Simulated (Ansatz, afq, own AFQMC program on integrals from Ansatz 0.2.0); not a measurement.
AFQMC, coupled cluster and functionals along a coordinate of HCl + SiH, doublet

```yaml
atoms:
  - { symbol: Cl, position_ang: [-1.4184, 0.0227, 0.0000] }
  - { symbol: H, position_ang: [-0.1396, 0.0227, 0.0000] }
  - { symbol: Si, position_ang: [1.7196, 0.0227, 0.0000] }
  - { symbol: H, position_ang: [2.1160, -1.4568, 0.0000] }
```

A hydrogen atom is moved from one rigid fragment to the other; the Cl1–H2 distance tells how far. The two fragments are held close together, so this isn't a minimum-energy path and the start is a compressed complex. Energies in mEh count from this geometry (1.279 Å) at the same level; the start stands on UHF, each point on the determinant named.

Basis cc-pVTZ. Noble-gas cores (and the filled d shells of Ga–Kr and In–Xe) are frozen. Integrals, coupled cluster, full CI and functionals: Ansatz 0.2.0; the random walks run on the same integrals in our own AFQMC program. ph-AFQMC/CISD is guided by a CISD state made of CCSD amplitudes; releasing the constraint for a short imaginary time cuts its bias at the price of noise, slowly where states lie close. ± is one standard error of the sampling.

Cautions, each for one point or more: an unrestricted solution with more broken spin lies lower; higher spins were not checked; strong correlation; the determinant is a saddle point among determinants of its kind; the ph-AFQMC/CISD walk drifts between its halves; unrestricted determinant slightly spin contaminated; unrestricted determinant spin contaminated; walk and cluster series may follow different spin states.

```
r(Cl1–H2) / Å  det.     T1  weight  ⟨S²⟩  CCSD(T)  ph-AFQMC/CISD  released AFQMC  CCSDT(Q)  B3LYP  B2PLYP
        1.399   UHF  0.017    0.84  0.79      1.1      1.0 ± 0.3               –       0.9   -2.1    -0.7
        1.458   UHF  0.018    0.84  0.80      3.6      3.2 ± 0.3       3.9 ± 0.5       3.4   -1.0     1.1
        1.518   UHF  0.019    0.84  0.80      6.9      6.3 ± 0.3               –       6.6    1.0     3.6
        1.578  UHF¶  0.074    0.73  1.07     11.0     10.7 ± 0.3     11.2 ± 0.5*      10.4    3.6     6.8
        1.698  UHF¶  0.087    0.70  1.19     21.8     21.3 ± 0.3               –      20.7   12.2    16.4
```

Weight is that of the determinant in the CISD state; at the start T1 is 0.015 and the weight 0.85, and ⟨S²⟩ is 0.78. ¶ marks points with a poor determinant and no full CI, where no value is sure; they don't count among the departures. An asterisk marks released energies that aren't shown to be converged. Symmetry can't show for every point that it stays on the start's state. A dash marks a missing value, a released energy that hasn't settled or a functional that sits on another state. Largest departures from CCSDT(Q), at the points where its series has closed: CCSD(T) 0.3 mEh at 1.518 (on UHF), ph-AFQMC/CISD -0.2 mEh at 1.518 (on UHF) (within the noise), B3LYP -5.6 mEh at 1.518, B2PLYP -3.0 mEh at 1.518. Functionals count only at points shown to share the start's state and spin. In total energy ph-AFQMC/CISD lies 22 ± 6 meV above CCSDT(Q) at the start, so its agreement along the curve rests in part on cancellation.

Some points may be missing: those where a free walk finds a much lower state, and past Zn most of those on another determinant than at the start.

A walk keeps the symmetry of its determinant, which the program's search chose and which needn't be the lowest solution, so a lower state of the same spin and another symmetry isn't excluded.
